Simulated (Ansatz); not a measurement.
# C3H6FN: small, medium and large basis sets

One table from this session's results is given with a row withheld; the runs are named, their logs left out.

The runs use Ansatz 0.2.0, Gaussian basis; one geometry, several basis sets.

Plan: PBE0-D4/def2-SVP; ωB97M-V/def2-SVP; PBE0-D4/def2-QZVPP; ωB97M-V/def2-QZVPP; the functionals' def2-TZVPP values are taken from earlier runs.

## Structure used throughout

An earlier PBE0-D4 in a triple-zeta def2 set relaxation fixed the geometry.

SMILES `CC(=N)CF`, 11 atoms, charge 0, spin multiplicity 1.

Atoms are counted from 1 here; the program's logs count them from 0.

Bond lengths: C1–C2 1.495 Å, C1–H6 1.088 Å, C1–H7 1.094 Å, C1–H8 1.094 Å, C2–N3 1.263 Å, C2–C4 1.506 Å, N3–H9 1.021 Å, C4–F5 1.374 Å, C4–H10 1.096 Å, C4–H11 1.096 Å. Angles: C2–C1–H6 109.5°, C2–C1–H7 110.9°, C2–C1–H8 110.9°, H6–C1–H7 109.2°, H6–C1–H8 109.2°, H7–C1–H8 107.0°, C1–C2–N3 121.1°, C1–C2–C4 114.9°, N3–C2–C4 124.0°, C2–N3–H9 110.1°, C2–C4–F5 111.5°, C2–C4–H10 110.1°, C2–C4–H11 110.1°, F5–C4–H10 108.4°, F5–C4–H11 108.4°, H10–C4–H11 108.2°.

Coordinates:

```xyz
11

C    -0.8518   -0.1067    1.1252
C     0.0349    0.4279    0.0473
N     0.2811    1.6633   -0.0423
C     0.5888   -0.6107   -0.8915
F     1.3910   -0.0440   -1.8523
H    -1.1976    0.7136    1.7513
H    -0.3183   -0.8332    1.7457
H    -1.7170   -0.6233    0.6987
H     0.9010    1.8410   -0.8344
H    -0.2291   -1.1406   -1.3927
H     1.1825   -1.3443   -0.3344
```

Set-up of the first run:

in.yaml reads:

```yaml
crystal:
  periodic: [false, false, false]
  atoms:
    - {symbol: C, position_ang: [-0.851815, -0.106702, 1.125240]}
    - {symbol: C, position_ang: [0.034871, 0.427933, 0.047270]}
    - {symbol: N, position_ang: [0.281080, 1.663278, -0.042276]}
    - {symbol: C, position_ang: [0.588833, -0.610668, -0.891515]}
    - {symbol: F, position_ang: [1.391018, -0.044020, -1.852341]}
    - {symbol: H, position_ang: [-1.197624, 0.713608, 1.751342]}
    - {symbol: H, position_ang: [-0.318259, -0.833176, 1.745707]}
    - {symbol: H, position_ang: [-1.717049, -0.623335, 0.698714]}
    - {symbol: H, position_ang: [0.901008, 1.841021, -0.834376]}
    - {symbol: H, position_ang: [-0.229062, -1.140621, -1.392739]}
    - {symbol: H, position_ang: [1.182498, -1.344318, -0.334427]}
basis:
  gaussian: {orbitals: def2-SVP}
hamiltonian: {xc: pbe0, dispersion: d4}
output: {orbitals: {seedname: orbitals}}
```

Steps of the session up to this table: PBE0-D4 in def2-SVP; ωB97M-V in def2-SVP; PBE0-D4 in def2-QZVPP; ωB97M-V in def2-QZVPP.

One table of the session follows, with a row left open; its other results are not shown here.

It belongs to the step «Functionals by basis». 

```
functional       basis  HOMO (eV)  LUMO (eV)
   PBE0-D4    def2-SVP      -7.48       0.17
   PBE0-D4  def2-TZVPP      -7.69      -0.05
   PBE0-D4  def2-QZVPP      -7.73      -0.14
   ωB97M-V    def2-SVP          ?          ?
   ωB97M-V  def2-TZVPP     -10.11       2.18
   ωB97M-V  def2-QZVPP     -10.14       1.63
```

Estimate the missing values for ωB97M-V, def2-SVP.

**Answer.** HOMO (eV): -9.87; LUMO (eV): 2.46. In the column «HOMO (eV)» it lies between ωB97M-V, def2-TZVPP (-10.11) and PBE0-D4, def2-QZVPP (-7.73).
